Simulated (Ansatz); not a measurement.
**Nudged elastic band run: BH6N**

The input (input.yaml):

```yaml
crystal:
  periodic: [false, false, false]
  atoms:
    - { symbol: B, position_ang: [0.121243, -0.906324, 0.239451] }
    - { symbol: "N", position_ang: [0.023267, -0.178379, 1.427455] }
    - { symbol: H, position_ang: [-0.858523, -0.008726, 1.913089] }
    - { symbol: H, position_ang: [0.828914, 0.214764, 1.915865] }
    - { symbol: H, position_ang: [1.21851, -1.070402, -0.256766] }
    - { symbol: H, position_ang: [-0.89422, -1.351019, -0.258592] }
    - { symbol: H, position_ang: [-0.439394, 3.301975, 1.286301] }
    - { symbol: H, position_ang: [-0.339597, 2.553612, 1.133597] }
basis:
  gaussian: { orbitals: cc-pVDZ }
hamiltonian:
  xc: pbe
neb:
  order_check: false
  images: 9
  f_tol: 0.03
  max_iterations: 60
  final_atoms:
    - { symbol: B, position_ang: [0.07815289, 0.21823269, 0.09364919] }
    - { symbol: "N", position_ang: [-0.15635413, 0.41492761, 1.7097661] }
    - { symbol: H, position_ang: [-0.44526038, -0.46243417, 2.16636876] }
    - { symbol: H, position_ang: [0.69965303, 0.73324103, 2.18688794] }
    - { symbol: H, position_ang: [0.97509029, -0.61860798, -0.00126546] }
    - { symbol: H, position_ang: [-1.00375915, -0.1723627, -0.34309754] }
    - { symbol: H, position_ang: [0.40074468, 1.33037516, -0.32218882] }
    - { symbol: H, position_ang: [-0.88806723, 1.11212935, 1.91027984] }
  initial_path:
    images:
      - { positions_ang: [[0.121243, -0.906324, 0.239451], [0.023267, -0.178379, 1.427455], [-0.858523, -0.008726, 1.913089], [0.828914, 0.214764, 1.915865], [1.21851, -1.070402, -0.256766], [-0.89422, -1.351019, -0.258592], [-0.439394, 3.301975, 1.286301], [-0.339597, 2.553612, 1.133597]] }
      - { positions_ang: [[0.10279609, -0.76679036, 0.21218475], [0.01232942, -0.09491503, 1.53169528], [-0.87185149, 0.01194077, 2.03047875], [0.82885327, 0.29840833, 2.01807004], [1.19039005, -0.92478687, -0.2939479], [-0.9117851, -1.15187963, -0.30826836], [-0.38561971, 2.89419287, 1.07370387], [-0.30491253, 2.28933093, 1.13648358]] }
      - { positions_ang: [[0.08434918, -0.62725673, 0.18491849], [0.00139183, -0.01145107, 1.63593555], [-0.88517997, 0.03260754, 2.1478685], [0.82879255, 0.38205265, 2.12027507], [1.16227011, -0.77917174, -0.33112979], [-0.92935021, -0.95274026, -0.35794472], [-0.33184541, 2.48641074, 0.86110674], [-0.27022807, 2.02504986, 1.13937015]] }
      - { positions_ang: [[0.06590226, -0.48772309, 0.15765224], [-0.00954575, 0.0720129, 1.74017583], [-0.89850846, 0.05327431, 2.26525826], [0.82873182, 0.46569698, 2.22248011], [1.13415016, -0.6335566, -0.36831169], [-0.94691531, -0.7536009, -0.40762108], [-0.27807112, 2.07862861, 0.64850962], [-0.2355436, 1.76076879, 1.14225673]] }
      - { positions_ang: [[0.04745535, -0.34818946, 0.13038598], [-0.02048334, 0.15547686, 1.8444161], [-0.91183694, 0.07394108, 2.38264801], [0.8286711, 0.5493413, 2.32468514], [1.10603021, -0.48794147, -0.40549358], [-0.96448042, -0.55446153, -0.45729745], [-0.22429683, 1.67084649, 0.43591249], [-0.20085913, 1.49648773, 1.14514331]] }
      - { positions_ang: [[0.02900844, -0.20865582, 0.10311973], [-0.03142092, 0.23894083, 1.94865638], [-0.92516543, 0.09460785, 2.50003776], [0.82861037, 0.63298563, 2.42689018], [1.07791026, -0.34232634, -0.44267548], [-0.98204552, -0.35532216, -0.50697381], [-0.17052254, 1.26306436, 0.22331536], [-0.16617467, 1.23220666, 1.14802988]] }
      - { positions_ang: [[0.03883733, -0.12327812, 0.10122562], [-0.05640756, 0.27413819, 1.90087832], [-0.82918442, -0.01680055, 2.43330396], [0.8028189, 0.65303671, 2.37888973], [1.05734627, -0.39758267, -0.35439348], [-0.98638825, -0.31873027, -0.47419856], [-0.05626909, 1.27652652, 0.11421452], [-0.31055318, 1.20819119, 1.30047987]] }
      - { positions_ang: [[0.04866622, -0.03790042, 0.09933151], [-0.08139421, 0.30933554, 1.85310027], [-0.73320341, -0.12820896, 2.36657016], [0.77702743, 0.67308779, 2.33088928], [1.03678228, -0.452839, -0.26611147], [-0.99073097, -0.28213838, -0.4414233], [0.05798435, 1.28998868, 0.00511369], [-0.45493169, 1.18417573, 1.45292986]] }
      - { positions_ang: [[0.05849511, 0.04747728, 0.0974374], [-0.10638085, 0.3445329, 1.80532221], [-0.6372224, -0.23961736, 2.29983636], [0.75123597, 0.69313887, 2.28288884], [1.01621828, -0.50809532, -0.17782947], [-0.9950737, -0.24554648, -0.40864805], [0.17223779, 1.30345084, -0.10398715], [-0.5993102, 1.16016027, 1.60537985]] }
      - { positions_ang: [[0.068324, 0.13285499, 0.09554329], [-0.13136749, 0.37973026, 1.75754416], [-0.54124139, -0.35102576, 2.23310256], [0.7254445, 0.71318995, 2.23488839], [0.99565429, -0.56335165, -0.08954747], [-0.99941643, -0.20895459, -0.3758728], [0.28649123, 1.316913, -0.21308798], [-0.74368871, 1.13614481, 1.75782985]] }
      - { positions_ang: [[0.07815289, 0.21823269, 0.09364919], [-0.15635413, 0.41492761, 1.7097661], [-0.44526038, -0.46243417, 2.16636876], [0.69965303, 0.73324103, 2.18688794], [0.97509029, -0.61860798, -0.00126546], [-1.00375915, -0.1723627, -0.34309754], [0.40074468, 1.33037516, -0.32218882], [-0.88806723, 1.11212935, 1.91027984]] }
```

Run as:

```bash
$ ansatz run input.yaml --threads 1 --pin off --max-ram 2048MiB --backend cpu --events-out ev --progress --plain --runs-dir out
```

Output, in part (warnings, iteration lines, the closing report on the highest movable image, with atoms numbered from 0):

```
NEB end point (image 0): max|allowed force component| = 6.607e-3 eV/Å (the criterion of neb.relax_end_points is 1.000e-2)
NEB end point (image 10): max|allowed force component| = 2.295e-3 eV/Å (the criterion of neb.relax_end_points is 1.000e-2)
NEB iter   1: max|band force component| = 1.486e1 eV/Å  barrier→ = 3.6146 eV  barrier← = 3.7045 eV  Δτ_max = 0.2000 Å  (254 SCF iters)
NEB iter   2: max|band force component| = 3.158e0 eV/Å  barrier→ = 1.9260 eV  barrier← = 2.0160 eV  Δτ_max = 0.2000 Å  (245 SCF iters)
NEB iter   3: max|band force component| = 5.643e0 eV/Å  barrier→ = 2.0507 eV  barrier← = 2.1406 eV  Δτ_max = 0.1000 Å  (245 SCF iters)
NEB iter   4: max|band force component| = 1.983e0 eV/Å  barrier→ = 1.7206 eV  barrier← = 1.8106 eV  Δτ_max = 0.2000 Å  (229 SCF iters)
NEB iter   5: max|band force component| = 2.054e0 eV/Å  barrier→ = 1.4482 eV  barrier← = 1.5382 eV  Δτ_max = 0.1968 Å  (235 SCF iters)
NEB iter   6: max|band force component| = 2.677e0 eV/Å  barrier→ = 1.8085 eV  barrier← = 1.8984 eV  Δτ_max = 0.0993 Å  (240 SCF iters)
NEB iter   7: max|band force component| = 9.840e-1 eV/Å  barrier→ = 1.5961 eV  barrier← = 1.6861 eV  Δτ_max = 0.1691 Å  (230 SCF iters)
NEB iter   8: max|band force component| = 8.596e-1 eV/Å  barrier→ = 1.4015 eV  barrier← = 1.4914 eV  Δτ_max = 0.1188 Å  (233 SCF iters)
NEB iter   9: max|band force component| = 5.319e-1 eV/Å  barrier→ = 1.3676 eV  barrier← = 1.4576 eV  CI = image 6  Δτ_max = 0.1319 Å  (216 SCF iters)
NEB iter  10: max|band force component| = 4.680e-1 eV/Å  barrier→ = 1.4293 eV  barrier← = 1.5193 eV  CI = image 6  Δτ_max = 0.0509 Å  (234 SCF iters)
NEB iter  11: max|band force component| = 1.889e-1 eV/Å  barrier→ = 1.4201 eV  barrier← = 1.5101 eV  CI = image 6  Δτ_max = 0.1526 Å  (217 SCF iters)
NEB iter  12: max|band force component| = 7.213e-1 eV/Å  barrier→ = 1.4176 eV  barrier← = 1.5076 eV  CI = image 6  Δτ_max = 0.0774 Å  (222 SCF iters)
NEB iter  13: max|band force component| = 1.413e-1 eV/Å  barrier→ = 1.4159 eV  barrier← = 1.5059 eV  CI = image 6  Δτ_max = 0.0712 Å  (214 SCF iters)
NEB iter  14: max|band force component| = 8.294e-2 eV/Å  barrier→ = 1.4158 eV  barrier← = 1.5058 eV  CI = image 6  Δτ_max = 0.0104 Å  (188 SCF iters)
NEB iter  15: max|band force component| = 4.187e-2 eV/Å  barrier→ = 1.4158 eV  barrier← = 1.5058 eV  CI = image 6  Δτ_max = 0.0039 Å  (164 SCF iters)
NEB iter  16: max|band force component| = 6.786e-3 eV/Å  barrier→ = 1.4158 eV  barrier← = 1.5058 eV  CI = image 6  Δτ_max = 0.0000 Å  (360 SCF iters)
Total energy: -2259.27232953 eV, -83.0267267206 hartree
Atom 0 at    -0.001588     0.067657     0.311536 Å, force    -0.000533     0.001127     0.000402 eV/Å
Atom 1 at    -0.055959     0.322181     1.868910 Å, force     0.002790     0.000722    -0.001284 eV/Å
Atom 2 at    -0.864032    -0.057997     2.365245 Å, force    -0.000389     0.000561     0.000569 eV/Å
Atom 3 at     0.810499     0.164772     2.386990 Å, force    -0.001103    -0.001354     0.000885 eV/Å
Atom 4 at     1.098377    -0.198442    -0.136063 Å, force    -0.000061     0.000472     0.000037 eV/Å
Atom 5 at    -0.986582    -0.466538    -0.163243 Å, force     0.000209    -0.000294    -0.000414 eV/Å
Atom 6 at    -0.166190     1.387899    -0.113598 Å, force    -0.000121    -0.000993     0.000585 eV/Å
Atom 7 at    -0.174324     1.335971     0.880623 Å, force    -0.000793    -0.000242    -0.000781 eV/Å
Dipole moment:    -0.018640     0.101860     0.434027 e Å
```

The forces met the threshold. A vibrational analysis at the climbing image gives one clearly imaginary mode, 1184i cm⁻¹: a first-order saddle point. The orbitals stay closed-shell, which can raise the energy where a bond breaks towards radicals; this wasn't checked here.

Final band (atoms are numbered from 1 in the order of the input):

| image | path coordinate (Å) | energy (kJ/mol) | H7–H8 (Å) | B1–H7 (Å) | N2–H8 (Å) |
| --- | --- | --- | --- | --- | --- |
| 0 | 0.00 | 0.0 | 0.77 | 4.37 | 2.77 |
| 1 | 0.69 | 0.5 | 0.77 | 4.08 | 2.82 |
| 2 | 1.37 | 1.7 | 0.77 | 3.77 | 2.92 |
| 3 | 2.06 | 3.4 | 0.77 | 3.32 | 2.91 |
| 4 | 2.74 | 11.4 | 0.77 | 2.66 | 2.58 |
| 5 | 3.43 | 51.3 | 0.78 | 1.99 | 2.09 |
| 6 | 4.12 | 136.6 | 1.00 | 1.40 | 1.42 |
| 7 | 4.71 | 47.4 | 1.62 | 1.26 | 1.05 |
| 8 | 5.31 | 1.0 | 2.31 | 1.23 | 1.03 |
| 9 | 5.90 | -4.5 | 2.45 | 1.23 | 1.03 |
| 10 | 6.50 | -8.7 | 2.59 | 1.23 | 1.03 |

Run time: 120 s on 1 thread of Arm Neoverse V2, with other jobs on the host, peak memory 0.1 GiB.
